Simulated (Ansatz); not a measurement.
# HN2Si: the cost of one run

Computed with Ansatz 0.2.0, Gaussian basis. Level: def2-TZVPP, core rule «outside noble gas», up to 7 orbitals frozen.

Plan: UHF; ROHF; CCSD(T) on UHF.

**1. The system**

The geometry is a PBE0/def2-TZVP stationary point (not a proven minimum) of the parent state, kept for this charge and spin.

4 atoms, charge 0, spin multiplicity 2.

Atoms are counted from 1 here; the program's logs count them from 0.

Bond lengths: N1–Si2 1.595 Å, N1–H4 1.005 Å, Si2–N3 1.809 Å. Angles: Si2–N1–H4 144.7°, N1–Si2–N3 105.3°.

**2. UHF**

Input file in.yaml:

```yaml
crystal:
  periodic: [false, false, false]
  atoms:
    - {symbol: N, position_ang: [0.000000, -0.484969, 1.254083]}
    - {symbol: Si, position_ang: [0.000000, 0.524235, 0.018749]}
    - {symbol: N, position_ang: [0.000000, -0.526367, -1.454098]}
    - {symbol: H, position_ang: [0.000000, -0.553520, 2.257049]}
basis:
  gaussian: {orbitals: def2-TZVPP}
magnetization: {spin_polarized: true, initial_magnetization: 1}
hamiltonian: {xc: hf}
output: {orbitals: {seedname: orbitals}}
```

Launch:

```
$ ansatz run in.yaml --threads 1 --pin off --events-out ev --progress --plain --max-ram 4096MiB --backend cpu
```

What time and memory should one allow on 1 thread of AMD EPYC 7R13, shared host?

About 25 s, with a peak of 0.26 GiB.
